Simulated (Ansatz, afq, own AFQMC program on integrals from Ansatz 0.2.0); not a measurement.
Integrals from Ansatz 0.2.0, then the random walk in our own AFQMC program (afq).

```yaml
crystal:
  periodic: [false, false, false]
  atoms:
    - {symbol: Al, position_ang: [0.000000, 0.000000, 0.861257]}
    - {symbol: Al, position_ang: [0.000000, 0.000000, -3.341743]}
    - {symbol: H, position_ang: [0.000000, 0.000000, 2.480487]}
basis:
  gaussian: {orbitals: 6-31G}
magnetization: {spin_polarized: true, initial_magnetization: 1}
correlation: {method: ccsd_t, electrons: outside_noble_gas, hamiltonian_folder: ham}
```

```sh
$ ansatz run in.yaml --threads 1 --pin off --events-out ev --progress --plain --max-ram 16896MiB --backend cuda --devices 0, --max-vram 18GiB
```

Options of the walk:

```
--method free --trial hf --walkers 200 --time-step 0.05 --max-blocks 120 --target-error 0.00128 --factor-cut 1e-05 --seed 2458 --times 0,0.05,0.1,0.15 --taylor-order 10
```

Times are imaginary, in 1/Eh. The walk had a cap of 60 s.

```
orbitals 18  electrons 4 3  factors 94 of 308
reference energy -484.28321469 Eh
CCSD correlation -0.07571819 Eh in 15 cycles, weight of the determinant in the CISD state 0.8882
repeat  energy at the last time / Eh  error
    10  -484.359120  0.000796
    20  -484.359423  0.000509
    30  -484.359014  0.000464
time / (1/Eh)  energy / Eh  error  mean overlap
  0.00  -484.359245  0.000485  1.0000
  0.05  -484.359252  0.000450  1.0004
  0.10  -484.359150  0.000466  1.0006
  0.15  -484.359162  0.000473  1.0004
energy -484.359162 +/- 0.000473 Eh
```

The run passed its tests (error under three times the target), which doesn't prove that it has relaxed.

Against this walk (error 12.9 meV) on the same determinant: CCSD(T) 10.7 meV lower (within the noise), CCSDT(Q) 20.9 meV lower (within the noise), CCSDTQ 21.6 meV lower (within the noise), full CI 21.6 meV lower (within the noise). The error is statistical, and a free projection of finite length keeps a remainder of its start.

A setting was made bad on purpose (projection too short), so the walk's energy isn't to be trusted. Here it did no visible harm: the energy meets the surest value within the noise.

Cautions: remainder of the start not in the error; the time-step error isn't removed.

CCSDT and higher add their correlation energy to the determinant of the CCSD(T) run, since their own runs factorise the integrals more tightly (a shift of under 2 meV). A walk keeps the symmetry of its determinant, which the program's search chose and which needn't be the lowest solution, so a lower state of the same spin and another symmetry isn't excluded.
